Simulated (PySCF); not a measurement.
1,2-dichloroethane: calculation against experiment

**What was measured.**

From NIST CCCBDB Release 22 (SRD 101), experimental polarizabilities, for the gas: mean polarisability 8 Å³.

The runs below try to reproduce these values; the comparison stands at the end.

Compound: 1,2-dichloroethane, C2H4Cl2.
Atom-mapped SMILES: `[Cl:1][CH2:2][CH2:3][Cl:4]` (hydrogens: H5, H6 on C2; H7, H8 on C3)

Cartesian coordinates in Å at the GFN2-xTB level; atoms count from 1:
```xyz
8
C2H4Cl2 angstrom
Cl    -1.9133    0.9262    0.3362
C     -0.6814   -0.3255    0.0253
C      0.6838    0.3271   -0.0307
Cl     1.9174   -0.9218   -0.3471
H     -0.9327   -0.8023   -0.9219
H     -0.7423   -1.0516    0.8356
H      0.7417    1.0554   -0.8393
H      0.9359    0.8018    0.9173
```

The PySCF runs (gas phase, on this GFN2-xTB geometry; no spin–orbit coupling):

```
         level                                                                job  basis functions  wall time
PBE0/def2-SVPD  8 singlets by full TDDFT, 3 Tamm–Dancoff triplets, polarisability              126      6.3 s
```

Hardware: an Arm Neoverse V2 with one thread, no GPU, on a shared host.

**Comparison with experiment**

**Mean polarisability.** Measured: 8 Å³ (NIST CCCBDB Release 22 (SRD 101), experimental polarizabilities).

```json
{"level": "PBE0/def2-SVPD", "computed (Å³)": "8.15", "computed − measured (Å³)": "+0.15", "% (from the printed values)": "+2"}
```

The computed values are static and purely electronic, with core orbitals frozen in the response (1 au = 0.148185 Å³). The table of measured values doesn't say here whether a value is static or optical, or holds a vibrational part. The measurement averages over conformers, the calculation has one.

The geometry is computed, not the measured one. Where a level misses, the cause wasn't examined.
